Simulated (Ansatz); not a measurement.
Species: CH3O, charge -1, multiplicity 1. 
Geometry from a B3LYP-D3(BJ)/def2-TZVP (Ansatz, a program for electronic structure) optimisation:
```
C
O 1 1.3204
H 1 1.1462 2 116.58
H 1 1.1462 3 101.52 2 127.77
H 1 1.1462 3 101.52 4 104.45
```
Charge -1, spin multiplicity 1.

Basis-set convergence of Hartree-Fock and CCSD correlation energies (hartree) with Ansatz. Correlated levels leave the core frozen unless marked. No spin-orbit coupling. Non-relativistic.

| basis | functions | E(HF) | E(corr, CCSD) |
|---|---|---|---|
| aug-cc-pVDZ | 73 | -114.42692 | -0.39430 |
| aug-cc-pVTZ | 161 | ? | ? |

Problem. Some entries are withheld; supply them.

Solution. 
- aug-cc-pVTZ, E(HF): -114.45475
- aug-cc-pVTZ, E(corr, CCSD): -0.46401
